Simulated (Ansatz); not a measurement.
Compare A (`C=C=C(C)F`) with its isomer B (`C#CC(C)F`).

Computed with Ansatz on PBE0-D4/def2-TZVP structures; ΔE is electronic, products minus reactants. CCSD(T)/CBS adds triple-zeta CCSD(T) − MP2 to the extrapolated MP2 energy (def2 sets, frozen cores). DFT in def2-TZVPP. B3LYP here is the variant with VWN-RPA as its local correlation; programs differ in this.

A:

```xyz
10

C     0.472    1.729    1.126
C     0.037    0.860    0.264
C    -0.382   -0.039   -0.581
C    -0.122   -1.497   -0.547
F    -1.146    0.336   -1.633
H     1.424    2.236    0.991
H    -0.103    1.988    2.012
H    -1.066   -2.048   -0.486
H     0.494   -1.754    0.313
H     0.391   -1.811   -1.460
```

B:

```xyz
10

C    -1.225    1.876    0.477
C    -0.501    1.052   -0.008
C     0.392    0.045   -0.566
C     0.449   -1.212    0.274
F    -0.029   -0.288   -1.847
H    -1.871    2.609    0.899
H     1.393    0.478   -0.671
H     1.122   -1.933   -0.192
H     0.817   -0.977    1.274
H    -0.546   -1.650    0.360
```

(1) Which isomer does CCSD(T)/CBS put lower? Give the gap. (Estimate.)

(2) Give E(B) − E(A) in kJ/mol with CCSD(T)/def2-TZVPP, B2PLYP, B3LYP-D4, MP2/def2-TZVPP, ωB97M-V, PBE-D4, r2SCAN-D4. (Estimate.)

(3) Does the order hold for the free energy at 298.15 K (harmonic terms from PBE0-D4)? (Best estimate.)

Largest T1 diagnostic: 0.012.

## Answers

(1) Ansatz gave: A, by 1.4 kJ/mol. So small a gap doesn't settle the order.

(2) Computed: CCSD(T)/def2-TZVPP 2.7, B2PLYP 7.0, B3LYP-D4 20.5, MP2/def2-TZVPP -10.6, ωB97M-V 10.5, PBE-D4 30.3, r2SCAN-D4 23.8. The order is the other way round with MP2/def2-TZVPP.

(3) The calculation gave: Yes: G(B) − G(A) = +3.0 kJ/mol.

From r2SCAN to r2SCAN0 (25 % exact exchange), in def2-TZVPP and without D4, E(B) − E(A) moves by −5.8 kJ/mol. Leaving LDA and LC-ωPBE aside and taking each functional with its dispersion term where it has one, the values, not all of them listed here, spread over 25.3 kJ/mol, from PBE-QIDH to PBE-D4. LDA lies +4.3 kJ/mol from PBE without D4.
